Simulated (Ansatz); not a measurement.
`C#CCC(=O)O`, relaxed with RKS PBE-D4/def2-SVP in Ansatz from a rough embedded geometry. The force threshold is 0.03 eV/Å; the program also tests the step.

The species carries charge 0 and has multiplicity 1.

Start:

```xyz
10

C    -1.649   -0.639    1.582
C    -0.651   -0.230    1.091
C     0.600    0.376    0.481
C     0.562    0.421   -0.994
O     0.632    1.423   -1.650
O     0.423   -0.813   -1.615
H    -2.561   -1.043    1.973
H     0.787    1.342    0.885
H     1.446   -0.283    0.808
H     0.410   -0.553   -2.560
```

| step | energy (eV) | largest force (eV/Å) | largest move (Å) |
| --- | --- | --- | --- |
| 1 | -8289.7467 | 3.995 | 0.000 |
| 2 | -8289.9572 | 1.193 | 0.030 |
| 3 | -8289.9917 | 0.456 | 0.039 |
| 4 | -8289.9967 | 0.424 | 0.022 |
| 5 | -8290.0011 | 0.207 | 0.025 |
| 6 | -8290.0028 | 0.109 | 0.082 |
| 7 | -8290.0056 | 0.040 | 0.025 |
| 8 | -8290.0080 | 0.072 | 0.085 |
| 9 (rejected) | -8289.9834 | 1.657 | 0.195 |
| 10 | -8290.0103 | 0.069 | 0.098 |
| 11 | -8290.0105 | 0.362 | 0.098 |
| 13 | -8290.0141 | 0.123 | 0.074 |
| 15 | -8290.0156 | 0.350 | 0.110 |
| 17 | -8290.0169 | 0.185 | 0.009 |
| 19 | -8290.0178 | 0.018 | 0.042 |
| 21 | -8290.0183 | 0.102 | 0.062 |
| 23 | -8290.0186 | 0.041 | 0.020 |
| 25 | -8290.0189 | 0.081 | 0.033 |
| 27 | -8290.0192 | 0.057 | 0.029 |
| 29 | -8290.0193 | 0.027 | 0.014 |
| 31 | -8290.0194 | 0.041 | 0.032 |
| 32 | -8290.0194 | 0.028 | 0.010 |

End:

```xyz
10

C    -1.587   -0.823    1.575
C    -0.635   -0.251    1.067
C     0.507    0.446    0.493
C     0.711    0.353   -1.021
O     1.565    0.980   -1.614
O    -0.144   -0.504   -1.618
H    -2.433   -1.334    2.013
H     0.473    1.532    0.730
H     1.456    0.085    0.948
H     0.087   -0.484   -2.573
```

Run time 120 s (4 threads of a server CPU on a shared host); peak host memory 0.16 GiB.
